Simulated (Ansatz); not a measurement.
```yaml
crystal:
  periodic: [false, false, false]
  atoms:
    - {symbol: Zr, position_ang: [0.000000, 0.000000, 0.000000]}
    - {symbol: S, position_ang: [0.000000, 0.000000, 2.500000]}
basis:
  gaussian: {orbitals: def2-TZVP}
magnetization: {spin_polarized: true, initial_magnetization: 4}
hamiltonian: {xc: pbe0}
relax: {f_tol: 0.004, max_steps: 80}
```

```sh
$ ansatz run in.yaml --threads 1 --pin off --events-out ev --progress --plain --max-ram 2176MiB
```

Steps of the relaxation (energy above the last step; positions in Å, forces in eV/Å):

```
2
step 1, 10.6 meV
Zr    0.000    0.000    0.000    0.000    0.000    0.448
S     0.000    0.000    2.500    0.000    0.000   -0.448
```

```
2
step 2, 2.1 meV
Zr    0.000    0.000    0.033    0.000    0.000   -0.215
S     0.000    0.000    2.467    0.000    0.000    0.215
```

```
2
step 3, 0.0 meV
Zr    0.000    0.000    0.023    0.000    0.000    0.003
S     0.000    0.000    2.477    0.000    0.000   -0.003
```

Close pairs at the end: Zr1–S2 2.454 Å.

A stationary point of unrestricted PBE0 after 3 steps, with ⟨S²⟩ = 6.007 against 6.00 for a pure state. 78 s on 1 thread of Arm Neoverse V1, shared host.
